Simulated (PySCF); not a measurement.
Gas-phase reaction: BH3 + 2 BCl3 ⇌ 3 BHCl2

Method: PySCF energies (xtb for GFN2) plus ideal-gas RRHO corrections (1 bar). † marks an energy on the PBE0/def2-TZVP geometry and frequencies; other levels use their own. MP2 freezes the core. 6-31G* has spherical d functions here. All species are closed-shell singlets. B3LYP is the form with VWN-RPA correlation. MP2 isn't extrapolated to the basis-set limit.

```json
[
 {"level": "B3LYP/def2-TZVP†", "ΔH°(298 K), kJ": "-50"},
 {"level": "BLYP/def2-TZVP†", "ΔH°(298 K), kJ": "…"},
 {"level": "GFN2-xTB", "ΔH°(298 K), kJ": "…"},
 {"level": "HF/6-31G*", "ΔH°(298 K), kJ": "-50"},
 {"level": "HF/def2-TZVP†", "ΔH°(298 K), kJ": "-47"},
 {"level": "M06-2X/def2-TZVP†", "ΔH°(298 K), kJ": "…"},
 {"level": "MP2/def2-TZVPP†", "ΔH°(298 K), kJ": "…"},
 {"level": "PBE/def2-TZVP†", "ΔH°(298 K), kJ": "-50"},
 {"level": "PBE0/def2-TZVP", "ΔH°(298 K), kJ": "-47"}
]
```

Complete the blanks.


- BLYP/def2-TZVP†, ΔH°(298 K), kJ: -53
- GFN2-xTB, ΔH°(298 K), kJ: -81
- M06-2X/def2-TZVP†, ΔH°(298 K), kJ: -44
- MP2/def2-TZVPP†, ΔH°(298 K), kJ: -38
